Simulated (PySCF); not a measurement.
Gas-phase reaction: 4 C4H6 (butadiene) + 4 CH4 → 5 C4H8 (trans-2-butene)

Energies from PySCF, thermal terms from the rigid-rotor harmonic-oscillator model, ideal gas at 1 bar. Table values come from the NASA 1993 polynomials. † marks an energy on the PBE0/def2-TZVP geometry and frequencies; other levels use their own. CCSD(T) freezes the core. All species are closed-shell singlets. B3LYP is the form with VWN-RPA correlation. CCSD(T) isn't extrapolated to the basis-set limit. The harmonic model lacks anharmonicity and excited electronic states, which grow with temperature; levels with a mode under 35 cm⁻¹ are left out. Internal rotation in C4H6 (butadiene), C4H8 (trans-2-butene) is treated as a harmonic vibration of one conformer, which makes the entropy rough. The table's entry may be an old estimate for C4H8 (trans-2-butene) (not checked at source).

| level | ΔH°(298 K), kJ | minus table | ΔG°(1800 K), kJ |
|---|---|---|---|
| table | -196.6 | - | 527.4 |
| B3LYP/def2-TZVP† | -151.6 | 45.0 | 525.8 |
| BLYP/def2-TZVP† | -98.9 | 97.7 | 578.5 |
| CCSD(T)/def2-SVP† | -230.0 | -33.4 | 447.3 |
| PBE/def2-SVP | -251.2 | -54.6 | 418.4 |
| PBE0/def2-QZVP† | -242.9 | -46.3 | 434.4 |
| PBE0/def2-TZVP | -246.4 | -49.8 | 431.0 |
| r2SCAN/def2-TZVP† | -209.5 | -12.9 | 467.9 |
| ωB97X-V/def2-TZVP† | -259.7 | -63.1 | 417.7 |
